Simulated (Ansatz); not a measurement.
Gas-phase electronic energies from Ansatz, PBE0-D4/def2-TZVP geometries. CCSD(T)/CBS adds triple-zeta CCSD(T) − MP2 to the extrapolated MP2 energy (def2 sets, frozen cores). This one scheme is used for every species, atoms too. DFT in def2-TZVPP. Open shells (•) are unrestricted, without spin–orbit coupling. Spin–orbit coupling would lower the free atoms: a little for C, Si. One conformer a species, not always the lowest.

Consider the atomization: `C[Si]N` → C• + 5 H• + N• + Si•.

`C[Si]N`:

```xyz
8

C    -0.091    1.196    0.040
Si    0.678   -0.255    1.004
N     0.174   -1.536   -0.009
H    -0.332    0.980   -1.005
H     0.560    2.074    0.076
H    -1.020    1.485    0.550
H     0.385   -2.497    0.208
H    -0.355   -1.446   -0.864
```

(1) What is ΔE at CCSD(T)/CBS? (Best estimate.)

(2) What do these levels give: LDA (SPW92), r2SCAN-D4, r2SCANh, r2SCAN0, CAM-B3LYP, CCSD/def2-SVP? (An estimate is asked.)

Largest T1 diagnostic among the species: 0.013.

Results:

(1) The calculation gave: +672.5 kcal/mol.

(2) Ansatz gave: LDA (SPW92) 762.3, r2SCAN-D4 668.9, r2SCANh 664.4, r2SCAN0 658.9, CAM-B3LYP 674.0, CCSD/def2-SVP 620.2 kcal/mol.

In def2-TZVPP, CCSD(T) changes the Hartree–Fock value by +174.2 kcal/mol (the triples alone add +9.2 kcal/mol) and MP2 by +177.7 kcal/mol; breaking electron pairs costs correlation energy, which Hartree–Fock lacks. The D4 term adds +5.0 kcal/mol with B3LYP and +2.5 kcal/mol with PBE0; it sums over pairs of atoms, weighted by their polarisabilities, and B3LYP, whose exchange is more repulsive, gets the larger term. From PBE to PBE0 (25 % exact exchange), in def2-TZVPP and without D4, ΔE moves by −11.5 kcal/mol: exact exchange takes away binding that semilocal exchange gives to molecules.

B3LYP here is the variant with VWN-RPA as its local correlation; programs differ in this.

For atomizations the MP2-based limit and the directly extrapolated one differ by several kJ/mol either way, and by 10 to 25 for some Ge, Se and Sn compounds, so smaller differences from it don't rank the levels.
